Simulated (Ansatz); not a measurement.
Fluorite SrCl₂, treated with HSE06 (PAW; Ansatz, a program for electronic structure).

Numerical settings: plane-wave cutoff 460 eV, 6×6×6 k mesh, Fermi–Dirac smearing 0.01 eV, scalar-relativistic PAW data made under PBE.

Computed at the level's own relaxed cell.

**Question.** Give the computed smallest direct gap on the k points sampled, pressure derivative B′ of the bulk modulus, band gap and direct gap at Γ.

**Answer.** 
smallest direct gap on the k points sampled: 6.83 eV
pressure derivative B′ of the bulk modulus: 4.5
band gap: 6.57 eV (on the SCF k mesh)
direct gap at Γ: 6.93 eV

Measured, for comparison: band gap 7.5 eV (temperature not stated, not corrected to a static lattice; as tabulated in Aguado et al. (1999), arXiv:cond-mat/9901145).

Spin–orbit coupling is not included.

It cost around 5 core-minutes (rough) of CPU time.
